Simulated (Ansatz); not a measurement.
**AlSiH₃+ (quartet): the correlation ladder, cc-pVDZ**

The task here is to estimate one member of a computed series from the others.

Program: Ansatz 0.2.0, Gaussian basis. Level of theory: cc-pVDZ, core rule «outside noble gas», up to 10 orbitals frozen. These are calculated values, not measurements.

The runs, in order: UHF; CCSD(T) on ROHF; CCSD(T) on UHF; BCCD(T) on ROHF; CISD as a restricted active space (open shells left free, so some higher excitations enter); CCSDT(Q) on ROHF; CCSDT(Q) on UHF; CASSCF and MRCISD+Q, 9 electrons in 11 orbitals; CASSCF and NEVPT2, 9 electrons in 11 orbitals.

25 further runs of the same task are left out: 2 for a known fault of the program, 8 that didn't finish, 15 set aside as unsound or not needed. Runs told in other sessions of the task aren't counted.

### The system

The geometry is a PBE0/def2-TZVP stationary point (not a proven minimum) of the parent state, kept for this charge and spin.

5 atoms, charge 1, spin multiplicity 4.

Atoms are counted from 1 here; the program's logs count them from 0.

Bond lengths: Si1–Al2 2.384 Å, Si1–H3 1.491 Å, Si1–H4 1.488 Å, Al2–H5 1.599 Å. Angles: Al2–Si1–H3 128.9°, Al2–Si1–H4 122.2°, H3–Si1–H4 108.9°, Si1–Al2–H5 118.6°.

Set-up of the first run:

Input file in.yaml:

```yaml
crystal:
  periodic: [false, false, false]
  atoms:
    - {symbol: Si, position_ang: [0.000000, 0.049734, 1.130850]}
    - {symbol: Al, position_ang: [0.000000, -0.102648, -1.247806]}
    - {symbol: H, position_ang: [0.000000, 1.267953, 1.991081]}
    - {symbol: H, position_ang: [0.000000, -1.155684, 2.002693]}
    - {symbol: H, position_ang: [0.000000, 1.249712, -2.101556]}
basis:
  gaussian: {orbitals: cc-pVDZ}
total_charge: 1
magnetization: {spin_polarized: true, initial_magnetization: 3}
hamiltonian: {xc: hf}
output: {orbitals: {seedname: orbitals}}
```

Launch:

```console
ansatz run in.yaml --threads 1 --pin off --events-out ev --progress --plain --max-ram 2393MiB
```

Among the steps run: UHF; CCSD(T) on ROHF; CCSD(T) on UHF; BCCD(T) on ROHF; CISD as a restricted active space (open shells left free, so some higher excitations enter); CCSDT(Q) on ROHF; CCSDT(Q) on UHF; CASSCF and MRCISD+Q, 9 electrons in 11 orbitals; CASSCF and NEVPT2, 9 electrons in 11 orbitals.

One table of the session follows, with a row left open; its other results are not shown here.

```
          method  from UCCSDT(Q) (kJ/mol)
            ROHF                   +429.2
             UHF                   +414.5
            RMP2                   +123.4
            UMP2                   +117.9
            CISD                    +45.1
           RCCSD                    +17.6
           UCCSD                    +16.5
        RCCSD(T)                     +4.9
        UCCSD(T)                     +4.7
         BCCD(T)                     +4.7
          RCCSDT                     +0.6
          UCCSDT                     +0.5
       RCCSDT(Q)                     +0.1
       UCCSDT(Q)                        0
  CASSCF valence                   +240.6
  NEVPT2 valence                    +72.0
  MRCISD valence                    +14.8
MRCISD+Q valence                        ?
```

**Question.** Estimate the row for MRCISD+Q valence.

**Answer.** from UCCSDT(Q) (kJ/mol): +1.8. In the column «from UCCSDT(Q) (kJ/mol)» it lies between RCCSDT (+0.6) and UCCSD(T) (+4.7).

Limits of these values: Restricted and unrestricted rows rest on different reference determinants; a gap between their highest levels can come from leftover correlation error, from unlike frozen cores or from another state.
